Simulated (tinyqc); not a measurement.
Pariser-Parr-Pople SCF with singles CI, for the molecule C=C1C=CC=C1 (SMILES; centres numbered as the heavy atoms are written), step by step. One step of it, computed by the program tinyqc.

Task: Singles CI, singlets. Over the 9 single excitations with the smallest orbital gaps: A = (e_a - e_i) delta + 2 (ia|jb) - (ij|ab), with (pq|rs) = sum c_mp c_mq gamma_mn c_nr c_ns. f = 2/3 w |mu|^2 in atomic units, mu = sqrt2 sum c_ia sum_m c_mi c_ma R_m.

orbital energies (eV): -15.777830  -12.299627  -11.318965  -3.153588  1.520338  1.772727

coefficients:
```
         MO1        MO2        MO3        MO4        MO5        MO6
1C  0.338175   0.559500   0.000000   0.665434   0.000000  -0.360271
2C  0.537369   0.457614   0.000000  -0.314084   0.000000   0.634960
3C  0.406496  -0.107169   0.595498  -0.356346  -0.381290  -0.443050
4C  0.364961  -0.476749   0.381290   0.319832   0.595498   0.192929
5C  0.364961  -0.476749  -0.381290   0.319832  -0.595498   0.192929
6C  0.406496  -0.107169  -0.595498  -0.356346   0.381290  -0.443050
```

repulsion gamma_rs (eV):
```
           1C         2C         3C         4C         5C         6C
1C  11.630000   7.704635   5.169696   3.761619   3.761619   5.169696
2C   7.704635  11.630000   7.703512   5.578609   5.578609   7.703512
3C   5.169696   7.703512  11.630000   7.705683   5.577883   5.576500
4C   3.761619   5.578609   7.705683  11.630000   7.704635   5.577883
5C   3.761619   5.578609   5.577883   7.704635  11.630000   7.705683
6C   5.169696   7.703512   5.576500   5.577883   7.705683  11.630000
```

Centres (angstrom, eV; a flat drawing with bonds scaled to 1.40 angstrom):

| centre | x | y | core charge z | W | gamma_rr |
|---|---|---|---|---|---|
| 1C | 2.159000 | 0.000000 | 1 | 12.500000 | 11.630000 |
| 2C | 0.759000 | 0.000000 | 1 | 12.500000 | 11.630000 |
| 3C | -0.064000 | 1.133000 | 1 | 12.500000 | 11.630000 |
| 4C | -1.395000 | 0.700000 | 1 | 12.500000 | 11.630000 |
| 5C | -1.395000 | -0.700000 | 1 | 12.500000 | 11.630000 |
| 6C | -0.064000 | -1.133000 | 1 | 12.500000 | 11.630000 |

Give: singlet CI matrix; singlet excitation energies; oscillator strengths.

Result:

singlet CI matrix (eV):
```
         3>4      2>4      1>4      3>5      3>6     2>5      2>6      1>5
3>4   2.6630   0.0000   0.0000   0.0000   0.1794  0.3352   0.0000  -0.2238
2>4   0.0000   5.0708  -0.2318  -0.6392   0.0000  0.0000  -0.0549   0.0000
1>4   0.0000  -0.2318   7.1948   0.3126   0.0000  0.0000  -0.0577   0.0000
3>5   0.0000  -0.6392   0.3126   7.2259   0.0000  0.0000  -0.5213   0.0000
3>6   0.1794   0.0000   0.0000   0.0000   7.3436  0.5305   0.0000  -0.1829
2>5   0.3352   0.0000   0.0000   0.0000   0.5305  8.1648   0.0000   0.7014
2>6   0.0000  -0.0549  -0.0577  -0.5213   0.0000  0.0000   8.3291   0.0000
1>5  -0.2238   0.0000   0.0000   0.0000  -0.1829  0.7014   0.0000  11.0574
1>6   0.0000   0.5224  -0.1509  -0.3130   0.0000  0.0000  -0.3089   0.0000

         1>6
3>4   0.0000
2>4   0.5224
1>4  -0.1509
3>5  -0.3130
3>6   0.0000
2>5   0.0000
2>6  -0.3089
1>5   0.0000
1>6  10.9540
```

singlet excitation energies (eV): 2.6300  4.8503  6.8577  7.0250  7.4240  8.3519  8.5714  11.0712  11.2219

oscillator strengths: 0.0354  0.7442  0.4564  0.1021  0.3321  0.3895  0.1968  0.0007  0.0192
